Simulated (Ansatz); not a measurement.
Wurtzite ZnO was calculated with LDA in Ansatz (PAW).

Total energies, extrapolated to zero smearing (they compare only within this program, potentials and cutoff; free atoms with spin allowed, lowest state found):

```csv
system,energy (eV/atom)
"wurtzite ZnO, relaxed",-1900.9911
free Zn atom,-3244.3783
free O atom,-548.5492
```

Question: Work out the cohesive energy per atom.

Answer: E_coh = [1 × (-3244.3783) + 1 × (-548.5492)]/2 − (-1900.9911) = 4.53 eV/atom. The reference value is 3.8 ± 0.03 eV/atom (derived here from tabulated measurements, copied from a table, unchecked, brought to a static lattice with a Debye model, atoms in their spin–orbit ground levels; inputs from the CRC Handbook), a difference of +0.73 eV/atom.

The PAW data were made under PBE.

Ansatz is a program for electronic structure.
